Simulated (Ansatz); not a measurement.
**CH4O2S2: a ladder of functionals and wavefunction methods**

The task here is to estimate one member of a computed series from the others.

Computed with Ansatz 0.2.0, Gaussian basis. Level: functionals in def2-TZVPP, the program's frozen cores in correlated methods.

Plan: LDA (SPW92), PBE-D4, revPBE-D4, BLYP-D4, r2SCAN-D4, B97M-V, PBE0-D4, B3LYP-D4, r2SCANh-D4, r2SCAN0-D4, HSE06-D4, BHLYP-D4, CAM-B3LYP-D4, LC-ωPBE, ωB97X-V, ωB97M-V, B2PLYP, PBE-QIDH; CCSD(T)/def2-SVP; CCSD(T)/def2-TZVPP; MP2/def2-QZVPP; extrapolation to the limit; RPA on PBE.

### The geometry

All runs share one geometry, relaxed beforehand with PBE0-D4 in a triple-zeta def2 set.

9 atoms, charge 0, spin multiplicity 1.

Atoms are counted from 1 here; the program's logs count them from 0.

Bond lengths: O1–C2 1.386 Å, O1–H6 0.967 Å, C2–O3 1.386 Å, C2–S4 1.827 Å, C2–S5 1.827 Å, O3–H7 0.967 Å, S4–H8 1.341 Å, S5–H9 1.341 Å. Angles: C2–O1–H6 107.1°, O1–C2–O3 112.9°, O1–C2–S4 107.5°, O1–C2–S5 107.4°, O3–C2–S4 107.4°, O3–C2–S5 107.5°, S4–C2–S5 114.3°, C2–O3–H7 107.1°, C2–S4–H8 95.5°, C2–S5–H9 95.5°.

As a file:

| atom | x (Å) | y (Å) | z (Å) |
| --- | --- | --- | --- |
| O1 | -0.90888 | -0.48332 | -0.99343 |
| C2 | -0.00126 | 0.02633 | -0.07799 |
| O3 | 0.70233 | 1.11608 | -0.56680 |
| S4 | 1.21291 | -1.28927 | 0.28417 |
| S5 | -0.95157 | 0.59178 | 1.37574 |
| H6 | -1.54662 | 0.21806 | -1.18260 |
| H7 | 1.20092 | 0.81090 | -1.33668 |
| H8 | 0.30107 | -2.24689 | 0.50988 |
| H9 | 0.07960 | 1.21003 | 1.97062 |

The first run:

Contents of in.yaml:

```yaml
crystal:
  periodic: [false, false, false]
  atoms:
    - {symbol: O, position_ang: [-0.908880, -0.483320, -0.993425]}
    - {symbol: C, position_ang: [-0.001263, 0.026330, -0.077994]}
    - {symbol: O, position_ang: [0.702328, 1.116079, -0.566799]}
    - {symbol: S, position_ang: [1.212912, -1.289267, 0.284166]}
    - {symbol: S, position_ang: [-0.951574, 0.591779, 1.375738]}
    - {symbol: H, position_ang: [-1.546620, 0.218058, -1.182604]}
    - {symbol: H, position_ang: [1.200919, 0.810901, -1.336675]}
    - {symbol: H, position_ang: [0.301074, -2.246895, 0.509880]}
    - {symbol: H, position_ang: [0.079604, 1.210035, 1.970615]}
basis:
  gaussian: {orbitals: def2-TZVPP}
hamiltonian: {xc: lda}
output: {orbitals: {seedname: orbitals}}
```

Steps of the session up to this table: LDA; PBE-D4 (GGA); revPBE-D4 (GGA); BLYP-D4 (GGA); r2SCAN-D4 (meta-GGA); B97M-V (meta-GGA); PBE0-D4 (hybrid); B3LYP-D4 (hybrid); r2SCANh-D4 (hybrid); r2SCAN0-D4 (hybrid); HSE06-D4 (hybrid); BHLYP-D4 (hybrid); CAM-B3LYP-D4 (range-separated); LC-ωPBE (range-separated); ωB97X-V (range-separated); ωB97M-V (range-separated); B2PLYP (double hybrid); PBE-QIDH (double hybrid).

One of the session's tables, all rows but one given; the rest of the session is left out.

It belongs to the step «Frontier levels by functional». 

```
  functional  HOMO (eV)  gap (eV)
 LDA (SPW92)      -5.79      4.30
      PBE-D4      -5.66      4.39
   revPBE-D4      -5.61      4.43
     BLYP-D4      -5.51      4.34
   r2SCAN-D4      -5.94      4.89
      B97M-V      -6.03      4.99
     PBE0-D4      -6.91      6.62
    B3LYP-D4          ?         ?
  r2SCANh-D4      -6.40      5.71
  r2SCAN0-D4      -7.08      6.94
    HSE06-D4      -6.51      5.84
    BHLYP-D4      -8.02      8.73
CAM-B3LYP-D4      -8.26      9.05
     LC-ωPBE      -9.67     11.71
     ωB97X-V      -9.29     11.18
     ωB97M-V      -9.10     10.78
```

Q: Estimate the row for B3LYP-D4 from the others.

Worked estimate for «HOMO (eV)». Against the share of exact exchange, BLYP-D4 (0, -5.51), BHLYP-D4 (0.5, -8.02) give a slope of -5.02 per unit share; at 0.2 the line stands at -6.51.

**Answer.** HOMO (eV): -6.67; gap (eV): 6.12. In «HOMO (eV)» the line misses by +0.16.
